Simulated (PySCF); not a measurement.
# Molecular orbitals of CN

r²SCAN at R = 1.162 Å; basis C x2c-TZVPPall, N x2c-TZVPPall; spin-free X2C with a Gaussian nucleus; PySCF 2.14. State: ²Σ⁺ (doublet), unpaired electrons σ ↑. Only the outer orbitals are listed, counted within each symmetry.

| spin | orbital | occ. | ε (eV) | on C (%) | main shells (%) |
| --- | --- | --- | --- | --- | --- |
| α | 3σ | 1 | -25.18 | 41 | 49 N s, 28 C s, 12 C p |
| α | 4σ | 1 | -12.99 | 68 | 49 C s, 20 N s, 19 C p |
| α | 5σ | 1 | -10.21 | 39 | 43 N p, 28 C p, 18 N s |
| α | 1π | 1 | -9.92 | 47 | 52 N p, 46 C p |
| α | 1π | 1 | -9.92 | 47 | 52 N p, 46 C p |
| α | 2π | 0 | -1.19 | 58 | 54 C p, 42 N p |
| α | 2π | 0 | -1.19 | 58 | 54 C p, 42 N p |
| β | 3σ | 1 | -24.64 | 37 | 53 N s, 25 C s, 12 C p |
| β | 4σ | 1 | -11.09 | 30 | 36 N p, 34 N s, 28 C s |
| β | 1π | 1 | -9.68 | 41 | 58 N p, 39 C p |
| β | 1π | 1 | -9.68 | 41 | 58 N p, 39 C p |
| β | 5σ | 0 | -7.07 | 82 | 44 C s, 38 C p, 18 N p |
| β | 2π | 0 | -0.34 | 64 | 63 C p, 35 N p |
| β | 2π | 0 | -0.34 | 64 | 63 C p, 35 N p |

Q: Which are the highest filled and the lowest empty level, where do they sit, and how wide is the gap?

A: Highest filled β 1π at -9.68 eV (in %: 58 N p, 39 C p); lowest empty β 5σ at -7.07 eV (in %: 44 C s, 38 C p, 18 N p); the gap at r²SCAN is 2.61 eV.

* bond order (Mayer): 3.06
* ⟨S²⟩: 0.764
* charge on C (Mulliken, basis-dependent): 0.08
* charge on C (Löwdin, basis-dependent): -0.06
* dipole moment (positive dipole means C(−)N(+)): -1.42 D

The state is the lowest determinant that a PBE0 search found; another state may lie lower at other levels.
